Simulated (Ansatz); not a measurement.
We consider zinc-blende HgS (metastable phase), described by revPBE (Ansatz, a program for electronic structure, PAW).

Numerical settings: plane-wave cutoff 520 eV, 10×10×10 k mesh, Fermi–Dirac smearing 0.01 eV, scalar-relativistic PAW data made under PBE.

Energies at three volumes about the minimum:

| V (Å³/atom) | E − E_lowest (meV/atom) |
|---|---|
| 27.176 | 1.62 |
| 27.730 | 0.00 |
| 28.285 | 1.49 |

Task: Fit a parabola by hand: where is the minimum, what lattice constant follows, and what is the bulk modulus?

Result: Slopes: (0.00 − 1.62)/(27.730 − 27.176) = -2.924 and (1.49 − 0.00)/(28.285 − 27.730) = 2.685 meV/Å³. Curvature E″ = 2 × (2.685 − (-2.924))/(28.285 − 27.176) = 10.115 meV/Å⁶. From the middle of the first interval, the slope vanishes at V0 = 27.4530 − (-2.924)/10.115 = 27.742 Å³/atom. B = V0 E″ = 27.742 × 10.115 meV/Å³ × 0.1602 GPa per meV/Å³ = 45.0 GPa. With 8 atoms in the cube, a = (8 × 27.742)^(1/3) = 6.054 Å. The full Birch–Murnaghan fit to all volumes gives V0 = 27.730 Å³/atom and B0 = 44.8 GPa.

Measured, for comparison: lattice constant a 5.841 Å (295 K, no zero-point or thermal correction; as tabulated in Cardona et al. (2009), arXiv:0908.2634).

Note: the cell is over a tenth larger than the published one: the level's own overestimate first of all, though another phase or state, or a fault of the published cell, is possible.
